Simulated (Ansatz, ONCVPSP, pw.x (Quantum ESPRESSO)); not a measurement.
## What a changed setting does to a pw.x run (fcc As)

Potential: optimised norm-conserving Vanderbilt (ONCV), ONCVPSP 4.0.1, PBEsol; core [Ar] 3d10, reference 4s2 4p3; waves: 4s: rc 1.70 bohr, ncon 5, nbas 8, qcut 3 1/bohr, 1 projector; 4p: rc 1.95 bohr, ncon 4, nbas 7, qcut 5.4 1/bohr, 2 projectors, debl 2.2 Ha; d scattering state at 0.03 Ha: rc 1.85 bohr, ncon 4, nbas 7, qcut 4.6 1/bohr, 1 projector; local part: polynomial inside 1.40 bohr (lpopt 5, dvloc0 0 Ha); core correction: polynomial model core, fcfact 0.6.

The reference run (k-mesh 13³, cutoffs 125/500 Ry, Fermi–Dirac 0.01 Ry, mixing_beta 0.4, conv_thr 1e-9, no spin) gives -1.30 GPa at 18.557 Å³/atom, where all-electron LAPW gives -0.48 GPa. This run, with its own iteration cap, changes startingwfc to random.

```
&control
  calculation='scf', prefix='x', pseudo_dir='./', outdir='./tmp', tstress=.true., disk_io='none'
/
&system
  ibrav=0, nat=1, ntyp=1, ecutwfc=125, ecutrho=500, nbnd=9,
  occupations='smearing', smearing='fd', degauss=0.01
/
&electrons
  conv_thr=1e-09, mixing_beta=0.4, electron_maxstep=60, startingwfc='random'
/
ATOMIC_SPECIES
As 1.0 As.UPF
CELL_PARAMETERS angstrom
  0.00000000 2.10132192 2.10132192
  2.10132192 0.00000000 2.10132192
  2.10132192 2.10132192 0.00000000
ATOMIC_POSITIONS crystal
As 0.0000 0.0000 0.0000
K_POINTS automatic
13 13 13 0 0 0
```

```bash
pw.x < As.scf.in > As.scf.out
```

Problem. How does the run end?

Solution. It converges in 5 iterations; the free energy moves by +0.0 meV/atom and the pressure by +0.00 GPa. The result is that of the reference run.

```
Message from routine setup:
     using ibrav=0 with symmetry is DISCOURAGED, use correct ibrav instead
     lattice parameter (alat)  =       5.6157  a.u.
     unit-cell volume          =     125.2288 (a.u.)^3
     number of electrons       =         5.00
     number of Kohn-Sham states=            9
     kinetic-energy cutoff     =     125.0000  Ry
     charge density cutoff     =     500.0000  Ry
     scf convergence threshold =      1.0E-09
     Exchange-correlation= PBESOL
     number of k points=    84  Fermi-Dirac smearing, width (Ry)=  0.0100
     iteration #  1     ecut=   125.00 Ry     beta= 0.40
     total energy              =     -20.22735502 Ry
     estimated scf accuracy    <       0.00162462 Ry
     iteration #  2     ecut=   125.00 Ry     beta= 0.40
     total energy              =     -20.22723415 Ry
     estimated scf accuracy    <       0.00042313 Ry
     iteration #  3     ecut=   125.00 Ry     beta= 0.40
     total energy              =     -20.22727339 Ry
     estimated scf accuracy    <       0.00000375 Ry
     iteration #  4     ecut=   125.00 Ry     beta= 0.40
     total energy              =     -20.22727424 Ry
     estimated scf accuracy    <       0.00000001 Ry
     iteration #  5     ecut=   125.00 Ry     beta= 0.40
     the Fermi energy is     9.2124 ev
!    total energy              =     -20.22727426 Ry
     estimated scf accuracy    <          6.2E-10 Ry
     smearing contrib. (-TS)   =      -0.00283301 Ry
     The total energy is F=E-TS. E is the sum of the following terms:
     one-electron contribution =       5.20318943 Ry
     hartree contribution      =       0.24908175 Ry
     xc contribution           =     -11.24410395 Ry
     ewald contribution        =     -14.43260848 Ry
     convergence has been achieved in   5 iterations
          total   stress  (Ry/bohr**3)                   (kbar)     P=      -13.03
     Message from routine punch:
     Nothing written, as per user request (disk_io='none')
```

The run took about 9.9 s on one core of a shared host (AMD EPYC 9R45 96-Core Processor, 96 threads, 376 GiB, load 32).
